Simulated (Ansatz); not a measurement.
hcp Cd, treated with PBE in Ansatz (PAW).

Numerical settings: plane-wave cutoff 520 eV, 18×18×8 k mesh (along the axes of the cell as run), Fermi–Dirac smearing 0.1 eV, perturbation theory, scalar-relativistic PAW data made under PBE.

The cell has the measured lattice parameters. Conventional cell: a = 2.9789 Å, b = 2.9789 Å, c = 5.6166 Å, α = 90.00°, β = 90.00°, γ = 120.00°.

Harmonic phonon frequencies (cm⁻¹; i marks an imaginary mode):

```
q point            frequencies
-------  ---------------------
Γ              0 0 0 37 37 100
M          38 53 74 78 148 154
K                            …
A            30 30 30 30 68 68
L                            …
H        35 35 123 123 126 126
```

Task: What belongs in the gaps?

Result: 
- K, frequencies: 39 39 116 123 123 129
- L, frequencies: 40 40 75 75 153 153

No imaginary mode appears at these points.

Note: the cell isn't this level's own, so it is under some stress, which shifts stiffness and frequencies.

Ansatz is a quantum-chemistry and plane-wave program.
